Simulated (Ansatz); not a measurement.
Born–Oppenheimer molecular dynamics of CHOS (4 atoms, charge 1, multiplicity 1). It starts at the highest image of a converged band. Of that band: The profile has 2 maxima (images 2, 7) with wells between them (image 5): this band takes more than one step, which may be the mechanism or a detour left from its start path. Neighbouring images differ by up to 2.3 eV, so the band resolves the path poorly. A vibrational analysis at the climbing image gives one clearly imaginary mode, 861i cm⁻¹: a first-order saddle point.

The calculation used Ansatz, RKS PBE0/6-31G*.

| Property | Result |
| --- | --- |
| ensemble | NVE (velocity Verlet) |
| time step | 0.5 fs |
| steps asked | 200 |
| starting velocities drawn for | 100 K |
| seed | 9165 |

Frames 5 fs apart, positions in Å, forces in eV/Å.

Velocities at 25.0 fs (Å/ps):

```
C -11.98 11.97 -7.15
O 1.16 3.89 -1.47
S 2.46 -4.57 2.31
H 46.23 -59.01 35.01
```

```xyz
4
Properties=species:S:1:pos:R:3:forces:R:3 time_fs=25.0 energy_less_start_eV=-0.611 T=2464
C -0.256 0.803 -0.394 0.33 1.28 -0.59
O -1.063 0.011 -0.135 -0.60 0.48 -0.15
S 0.244 -1.180 0.545 2.84 -1.61 1.07
H 1.661 -0.626 0.568 -2.58 -0.15 -0.32
4
Properties=species:S:1:pos:R:3:forces:R:3 time_fs=30.0 energy_less_start_eV=-0.710 T=2837
C -0.312 0.875 -0.435 -0.01 0.57 -0.30
O -1.061 0.034 -0.143 0.17 0.95 -0.25
S 0.266 -1.210 0.561 0.14 -2.78 1.02
H 1.599 -0.898 0.690 -0.29 1.26 -0.48
4
Properties=species:S:1:pos:R:3:forces:R:3 time_fs=35.0 energy_less_start_eV=-0.930 T=3686
C -0.369 0.958 -0.483 -0.46 -0.10 -0.03
O -1.056 0.071 -0.155 1.08 0.81 -0.10
S 0.287 -1.260 0.584 -1.23 -2.02 0.42
H 1.555 -0.870 0.719 0.62 1.32 -0.29
4
Properties=species:S:1:pos:R:3:forces:R:3 time_fs=40.0 energy_less_start_eV=-0.954 T=3790
C -0.433 1.042 -0.531 -0.14 0.27 -0.15
O -1.037 0.118 -0.168 0.97 -0.54 0.40
S 0.298 -1.324 0.609 1.76 1.32 0.00
H 1.637 -0.576 0.682 -2.59 -1.05 -0.26
4
Properties=species:S:1:pos:R:3:forces:R:3 time_fs=45.0 energy_less_start_eV=-1.191 T=4702
C -0.501 1.129 -0.582 -0.53 -0.26 0.05
O -1.003 0.159 -0.176 1.21 -0.54 0.33
S 0.320 -1.381 0.635 -2.25 -0.38 -0.45
H 1.224 -0.457 0.589 1.56 1.17 0.07
4
Properties=species:S:1:pos:R:3:forces:R:3 time_fs=50.0 energy_less_start_eV=-0.883 T=3515
C -0.581 1.210 -0.631 -1.00 -1.29 0.48
O -0.951 0.193 -0.179 0.91 0.57 -0.38
S 0.331 -1.437 0.658 -0.22 2.56 -0.75
H 0.998 -0.199 0.513 0.31 -1.83 0.65
4
Properties=species:S:1:pos:R:3:forces:R:3 time_fs=55.0 energy_less_start_eV=-0.880 T=3500
C -0.678 1.268 -0.672 -0.53 -0.60 0.21
O -0.885 0.233 -0.187 0.34 -0.12 -0.16
S 0.337 -1.478 0.675 -0.42 2.16 -0.66
H 0.938 -0.228 0.570 0.60 -1.44 0.61
4
Properties=species:S:1:pos:R:3:forces:R:3 time_fs=60.0 energy_less_start_eV=-1.136 T=4485
C -0.786 1.312 -0.709 -0.22 -0.62 0.27
O -0.813 0.272 -0.197 0.62 -0.44 0.10
S 0.336 -1.507 0.687 -1.75 0.12 -0.74
H 1.093 -0.451 0.772 1.35 0.94 0.38
4
Properties=species:S:1:pos:R:3:forces:R:3 time_fs=65.0 energy_less_start_eV=-0.988 T=3923
C -0.899 1.342 -0.738 0.23 -2.08 1.05
O -0.733 0.307 -0.207 0.42 0.95 -0.51
S 0.327 -1.532 0.695 1.42 3.04 0.04
H 1.456 -0.554 1.027 -2.06 -1.90 -0.58
4
Properties=species:S:1:pos:R:3:forces:R:3 time_fs=70.0 energy_less_start_eV=-1.201 T=4741
C -1.007 1.333 -0.749 0.50 -1.53 0.80
O -0.646 0.354 -0.223 0.25 0.57 -0.21
S 0.325 -1.537 0.703 -1.82 0.07 -0.97
H 1.434 -1.017 1.177 1.06 0.89 0.37
4
Properties=species:S:1:pos:R:3:forces:R:3 time_fs=75.0 energy_less_start_eV=-1.033 T=4092
C -1.106 1.294 -0.743 0.34 -0.57 0.31
O -0.555 0.409 -0.242 0.30 -0.03 0.20
S 0.313 -1.539 0.704 0.32 0.15 0.15
H 1.544 -1.377 1.381 -0.96 0.45 -0.66
4
Properties=species:S:1:pos:R:3:forces:R:3 time_fs=80.0 energy_less_start_eV=-0.819 T=3269
C -1.196 1.241 -0.730 1.20 -1.22 0.74
O -0.461 0.465 -0.260 -0.66 0.71 -0.26
S 0.300 -1.541 0.705 1.07 -0.15 0.68
H 1.547 -1.582 1.482 -1.61 0.66 -1.16
```

Of the whole run (100 fs, mean temperature of the second half 3601 K): The conserved energy stayed within 0.64 meV per atom of its start (net change -0.53 meV per atom), so the integration is sound. The kinetic energy rose, since the run started high on the potential surface and went downhill. It ends in pieces (CO + HS), so much of that is their flight and rotation, not heat. A run of 0.1 ps of so small a system gives no equilibrium averages. The orbitals stay closed-shell, which can raise the energy where a bond breaks towards radicals; this wasn't checked here.

Time of the run: 5.9 min on 1 thread of Arm Neoverse N1, with other jobs on the host, peak memory 0.1 GiB.
